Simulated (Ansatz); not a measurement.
Geometry optimisation, Ansatz 0.2.0, UKS B3LYP-D4/def2-SVP.

The input (input.yaml):

```yaml
crystal:
  periodic: [false, false, false]
  atoms:
    - { symbol: Al, position_ang: [0.0, 0.0, 0.0] }
    - { symbol: H, position_ang: [0.0, 0.0, 1.81] }
    - { symbol: H, position_ang: [1.351, 0.0, -0.78] }
    - { symbol: F, position_ang: [-1.4635, 0.0, -0.845] }
    - { symbol: F, position_ang: [0.0, 0.0, 3.03] }
magnetization:
  spin_polarized: true
  initial_magnetization: 1
basis:
  gaussian: { orbitals: def2-SVP }
hamiltonian:
  xc: b3lyp
  dispersion: d4
relax:
  f_tol: 0.15
  max_steps: 25
  restrain:
    - { distance: [1, 4], at: 2.12, k: 30.0 }
    - { distance: [0, 1], at: 1.56, k: 30.0 }
output:
  orbitals: {}
```

Run as:

```bash
$ ansatz run input.yaml --threads 2 --pin off --max-ram 3072MiB --backend cpu --events-out ev --progress --plain --runs-dir out
```

Question: Where does it end, and by what steps?

Answer: The run converged. The restraints hold the end off the free minimum. After 4 steps the energy has risen by 0.994 eV (the restraints' own energy left out); F5 moved furthest, 0.56 Å.

| step | energy less start (eV) | largest force component (eV/Å) | accepted |
| --- | --- | --- | --- |
| 0 | 0.0000 | 2.753 | yes |
| 1 | 0.6372 | 1.241 | yes |
| 2 | 0.9632 | 1.913 | yes |
| 3 | 0.9970 | 0.798 | yes |
| 4 | 0.9938 | 0.751 | yes |

```xyz
5
Properties=species:S:1:pos:R:3
Al 0.010 0.000 -0.074
H -0.088 0.000 1.492
H 1.357 0.000 -0.889
F -1.427 0.000 -0.908
F 0.036 0.000 3.594
```

Time of the run: 8.2 s on 2 threads of Arm Neoverse V2, with other jobs on the host, peak memory 0.13 GiB.
